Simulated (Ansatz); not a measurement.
Abridged output of a molecular run in Ansatz:

```
Functional definition: HF
1581 factors; integrals over basis functions are off by at most 6.4e-4 eV
mean field evaluation 1: about -8723.8460 eV, gradient 4.8e1 eV
mean field evaluation 2: about -8724.1895 eV, gradient 4.8e1 eV
mean field evaluation 4: about -8729.0068 eV, gradient 6.0e0 eV
mean field evaluation 8: about -8729.1304 eV, gradient 6.3e-1 eV
mean field evaluation 16: about -8729.1333 eV, gradient 4.1e-6 eV
mean field -8729.13327415 eV, -320.7897310058 hartree, gradient 4.1e-6 eV, S^2 0.000000; 0 other end points of the search recorded, 0 dependent functions left out; unrestricted orbitals would lower it
6 core orbitals not correlated: weight in the atoms' cores, before any rotation towards them, 1.000 or more for the frozen orbitals, at most 0.000 for the correlated occupied ones
reference -8729.13327415 eV, -320.7897310058 hartree; 17, 17 occupied and 233, 233 virtual orbitals, 1581 factors
second order -31.28086762 eV of doubles, -0.00000000 eV of singles
cycle   1  -30.84699834 eV  change    4.3e-1 eV  update   1.3e-1
cycle   2  -31.65869773 eV  change   -8.1e-1 eV  update   4.3e-2
cycle   3  -31.87102934 eV  change   -2.1e-1 eV  update   2.1e-2
cycle   4  -31.84981229 eV  change    2.1e-2 eV  update   5.3e-3
cycle   5  -31.84884830 eV  change    9.6e-4 eV  update   2.4e-3
cycle   6  -31.85033406 eV  change   -1.5e-3 eV  update   7.6e-4
cycle   7  -31.84993167 eV  change    4.0e-4 eV  update   3.8e-4
cycle   8  -31.84971544 eV  change    2.2e-4 eV  update   1.3e-4
cycle   9  -31.84973714 eV  change   -2.2e-5 eV  update   6.9e-5
cycle  10  -31.84974707 eV  change   -9.9e-6 eV  update   2.5e-5
perturbative correction -1.42312130 eV, -0.0522987430 hartree
Total energy: -8762.40614251 eV, -322.0124863650 hartree
```

Its atoms:

Cartesian coordinates in Å:
```
C -0.218 1.407 0.766
N -0.915 0.341 0.088
C -0.323 -0.653 -0.404
O -1.011 -1.630 -1.031
C 1.145 -0.977 -0.419
O 1.982 -0.273 0.072
H -0.953 2.142 1.094
H 0.508 1.902 0.116
H 0.332 1.047 1.640
H -1.943 -1.377 -0.995
H 1.395 -1.928 -0.927
```

Q: Which basis set was used?
A. def2-TZVPP
B. def2-SVPD
C. def2-TZVPPD
D. def2-SVP

A: A. It gives 256 functions.

Q: Write the keys of the input that set method, charge and spin (a neutral closed shell needs none for the last two).

A: 
```yaml
correlation: {method: ccsd_t}
```
